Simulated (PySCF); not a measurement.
Species, as SMILES: Cl (HCl).
Geometry (B3LYP-D3(BJ)/def2-TZVP, fixed):
```xyz
2

Cl     0.0000     0.0000    -0.0712
H      0.0000     0.0000     1.2108
```

Basis-set convergence of the isotropic shielding of Cl1 at PBE0 with PySCF. GIAO, no density fitting; atoms are numbered in the order shown. All functions are spherical. No added dispersion term, no relativity. Reference: the value in pcSseg-3, 944.30 ppm, itself unsure by roughly 0.48 ppm (its mean distance from pcseg-4, cc-pCVQZ, cc-pV(5+d)Z). Deviations are taken from unrounded values.

```tsv
basis	functions	isotropic shielding of Cl1 (ppm)	minus reference (ppm)
STO-3G	10	1027.97	83.67
6-31G*	20	932.50	-11.80
6-311G**	32	951.18	6.88
aug-pcseg-1	36	945.04	0.74
aug-cc-pV(D+d)Z	41	963.57	19.27
def2-TZVPD	55	938.80	-5.50
6-311++G(3df,3pd)	65	947.91	3.61
aug-pcseg-3	138	944.13	-0.17
cc-pV(5+d)Z	155	944.42	0.12
```

Of the sets listed that have larger relatives (same family, alike in diffuse functions), none stays within 2 ppm of the reference together with them. Inside the window by cancellation, since a larger relative falls out: aug-pcseg-1. Inside, with no larger relative to test it: aug-pcseg-3, cc-pV(5+d)Z. (Relatives not listed, tested too: aug-pcseg-2 2.74 ppm.)
